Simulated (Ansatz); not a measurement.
Start from `C/N=C(/O)S` and change one atom or group to get `C/N=C/O`.

Ansatz, PBE0-D4/def2-TZVP geometries, multiplicity 1. Each molecule was computed in one conformer, which needn't be the lowest.

```tsv
property	`C/N=C(/O)S`
HOMO–LUMO gap (PBE0/def2-TZVPP) / eV	7.67
HOMO–LUMO gap (ωB97M-V/def2-TZVPP) / eV	11.78
LUMO energy (ωB97M-V/def2-TZVPP) / eV	2.30
size of the dipole moment (ωB97M-V/def2-TZVPP) / D	1.36
size of the dipole moment (PBE/def2-TZVPP) / D	1.32
ideal-gas entropy at 298 K and 1 bar (rigid rotor, harmonic PBE0-D4/def2-TZVP) / J/(mol·K)	325
```

Question: Give the same properties after the change, and the shifts. (Best estimate.)

Answer: The calculation gave: 
```tsv
property	`C/N=C/O`	shift
HOMO–LUMO gap (PBE0/def2-TZVPP) / eV	8.19	0.52
HOMO–LUMO gap (ωB97M-V/def2-TZVPP) / eV	12.69	0.91
LUMO energy (ωB97M-V/def2-TZVPP) / eV	2.78	0.48
size of the dipole moment (ωB97M-V/def2-TZVPP) / D	0.77	-0.59
size of the dipole moment (PBE/def2-TZVPP) / D	0.63	-0.69
ideal-gas entropy at 298 K and 1 bar (rigid rotor, harmonic PBE0-D4/def2-TZVP) / J/(mol·K)	284	-41
```

With PBE0 the HOMO falls by 0.33 eV and the LUMO rises by 0.18 eV, so the gap widens by about 0.51 eV. PBE moves the HOMO by -0.13 eV and ωB97M-V by -0.42 eV. The zero-point energy changes by 1.5 kJ/mol with -3 modes. Dipoles are sizes alone; their direction can turn.

Positive LUMOs are unbound, so they and the gaps depend on the basis.
